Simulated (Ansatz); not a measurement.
Reaction (SMILES): ClCl (Cl2) → Cl2- (doublet, bonded as ClCl) (an electron is taken up)
B3LYP-D3(BJ)/def2-TZVP geometries, fixed; electronic energies without zero-point terms; positive where energy is released.

Effect of a fitting basis named in the input at PBE/aug-cc-pV(T+d)Z with Ansatz (an electronic-structure program), against the last row, where the adiabatic electron affinity is 2.58 eV. Open shells are unrestricted. The default fits or decomposes integrals by the program's own choice; accuracy: high also tightens integrals, grids and stops.

```
setting                        largest shift of a total energy (mEh)  shift of the adiabatic electron affinity (eV)
-----------------------------  -------------------------------------  ---------------------------------------------
fitting: def2-SV(P)-JKFIT                                     -0.166                                          0.004
fitting: def2-universal-JKFIT                                 -0.166                                          0.004
fitting: cc-pVTZ-JKFIT                                        -0.216                                          0.005
fitting: cc-pVQZ-JKFIT                                        -0.214                                          0.006
fitting: cc-pV5Z-JKFIT                                        -0.214                                          0.006
fitting: def2-universal-JFIT                                  -0.149                                          0.001
accuracy: high                                                 0.000                                          0.000
accuracy: medium (default)                                     0.000                                          0.000
```

Within 0.005 eV in the adiabatic electron affinity: fitting: def2-SV(P)-JKFIT; fitting: def2-universal-JKFIT; fitting: def2-universal-JFIT; accuracy: high. The largest shift is 0.216 mEh in a total energy and 0.006 eV in the difference.
